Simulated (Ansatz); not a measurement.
`O=BO` + H–F → `O=BF` + H₂O at 600 K and 1 bar (ligand exchange at a B–O bond).

Computed with Ansatz on PBE0-D4/def2-TZVP structures; ΔE is electronic, products minus reactants. CBS: def2 TZ/QZ extrapolation, frozen cores. Each species was taken in one conformer, which may not be the lowest.

```csv
species,CCSD(T)/CBS energy (Eh),H − E (kJ/mol),S (J/(mol·K))
`O=BO`,-175.82433,81.5,280.2
H–F,-100.39431,42.3,194.0
`O=BF`,-199.84339,49.0,256.3
H₂O,-76.37685,76.8,212.8
```

H − E and S are ideal-gas, rigid-rotor, harmonic terms from PBE0-D4/def2-TZVP, for one conformer and one mirror image of each species. 1 Eh = 2625.50 kJ/mol, R = 8.31446 J/(mol·K).

By hand: ΔE, ΔH, ΔS and ΔG.

ΔE = (-199.84339) + (-76.37685) − (-175.82433) − (-100.39431) = -0.00160 Eh = -4.2 kJ/mol. Δ(H − E) = 49.0 + 76.8 − 81.5 − 42.3 = 2.0, so ΔH = -2.2 kJ/mol. ΔS = 256.3 + 212.8 − 280.2 − 194.0 = -5.1 J/(mol·K). ΔG = -2.2 − 600 × (-5.1)/1000 = 0.9 kJ/mol.

By hand: the equilibrium constant, and the temperature at which ΔG would vanish if ΔH and ΔS stayed fixed.

log₁₀ K = −ΔG/(RT ln 10) = -0.1. ΔG = 0 at ΔH/ΔS = 431 K, though so small a ΔH makes that figure unsure.

TΔS isn't small against ΔH here. The sign of ΔG lies within the doubt. A doubt of 5 kJ/mol in ΔE shifts log₁₀ K by 0.4 here. Other conformers and mirror images would add mixing entropy, several J/(mol·K) or more a flexible species. These are equilibria of isolated gas molecules and say nothing of rates. Largest T1 diagnostic: 0.016 (customary marks: 0.02 for closed shells, 0.045 for open ones).
